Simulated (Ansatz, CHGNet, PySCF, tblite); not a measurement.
## Cohesive energy of zinc-blende BP: levels of theory against measurement

Reference value: 5.14 eV/atom (measured, static lattice: zero-point vibration energy added, our sources range from 5.14 to 5.20; as tabulated in Mejia-Rodriguez and Trickey (2018), arXiv:1807.09216).

```
level (code)                   value (eV/atom)  cell (Å³/atom)
-----------------------------  ---------------  --------------
IPEA1-xTB (tblite)                        9.30           11.58
CHGNet 0.3.0                              4.72           11.71
LDA (Ansatz)                              6.23           11.32
BLYP (Ansatz)                             4.70           12.13
PBE (Ansatz)                              5.29           11.76
revPBE (Ansatz)                           4.93           11.92
PBE-D3(BJ) (Ansatz)                          …           11.45
r²SCAN (Ansatz)                           5.27           11.67
B3LYP (VWN-RPA form) (Ansatz)                …           11.86
PBE0 (Ansatz)                             5.26           11.57
Hartree–Fock (PySCF)                         …           12.04
MP2 (PySCF)                                  …           11.38
```

Task: What belongs in the gaps?

Result: 
- PBE-D3(BJ) (Ansatz, a quantum-chemistry and plane-wave program), value (eV/atom): 5.62
- B3LYP (VWN-RPA form) (Ansatz), value (eV/atom): 4.81
- Hartree–Fock (PySCF), value (eV/atom): 3.48 ± 0.1
- MP2 (PySCF), value (eV/atom): 5.75 ± 0.1

Errors against the reference: IPEA1-xTB +4.16 eV/atom, CHGNet 0.3.0 -0.42 eV/atom, LDA +1.09 eV/atom, BLYP -0.44 eV/atom, PBE +0.15 eV/atom, revPBE -0.21 eV/atom, PBE-D3(BJ) +0.48 eV/atom, r²SCAN +0.13 eV/atom, B3LYP (VWN-RPA form) -0.33 eV/atom, PBE0 +0.12 eV/atom, Hartree–Fock -1.66 eV/atom, MP2 +0.61 eV/atom.

Leaving aside IPEA1-xTB (doubt noted below), CHGNet 0.3.0 (doubt noted below): Once the reference is moved by up to 0.06 eV/atom (a margin picked here for doubts on the reference and the settings) and values within 0.03 eV/atom count as equal, the nearest can be PBE0 (+0.12 eV/atom), r²SCAN (+0.13 eV/atom), PBE (+0.15 eV/atom) or revPBE (-0.21 eV/atom). Among them Hartree–Fock (-1.66 eV/atom) misses by most.

Free atoms are spin-polarised, in the lowest state found; at levels without +SOC their spin–orbit coupling is left out.  A ± on a computed value is a rough bar: the spread of its extrapolation, a floor set from checks against published values, or a statistical error. IPEA1-xTB: the free atoms are run in the same model without spin. IPEA1-xTB: this parameter set was refitted to ionisation energies, not structures. IPEA1-xTB: the run uses a supercell at the zone centre in place of a k mesh. CHGNet 0.3.0: free atoms can lie outside what these potentials were trained on. Each level is taken at its own relaxed cell. Cutoffs and k meshes differ between the levels. Ansatz's density-functional and Hartree–Fock values are scalar-relativistic unless marked +SOC, with PAW data made under PBE.

Machine-learned potentials (CHGNet 0.3.0) are trained on DFT data: a solid inside that data is no test of them.

Differences are worked out from the printed values.
